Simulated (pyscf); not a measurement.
Routes from `[F][SiH2][F]` + `[FH]`

Candidate steps break at most two bonds and form at most two. Each was searched with GFN2-xTB (tblite) first. Single points on ωB97X-D3(BJ)/def2-SVP structures (PySCF, gas phase). Energies: ωB97M-D3(BJ)/def2-TZVP, kcal/mol, from the separated reactants, singlet surface; ΔG‡ with ideal gas, 1 atm, RRHO with modes under 100 cm⁻¹ raised to 100, one conformer, R ln 2 for chiral ones without a mode under 150 cm⁻¹.

| products | type | ΔE‡ | ΔE | ΔG‡ 298 K | ΔG‡ 900 K | ν‡ (cm⁻¹) |
|---|---|---|---|---|---|---|
| F–SiH(F)–F + H₂ | four-centre exchange | 28.7 | -33.9 | 36.7 | 56.1 | 1186i |
| F–SiH₂–F + HF | four-centre exchange | 72.4 | 0.0 | 77.1 | 92.6 | 2650i |

Plain bond fissions and candidates not yet searched are not listed, and one of them may be faster. Each barrier is that of the saddle found; lower ones may exist.
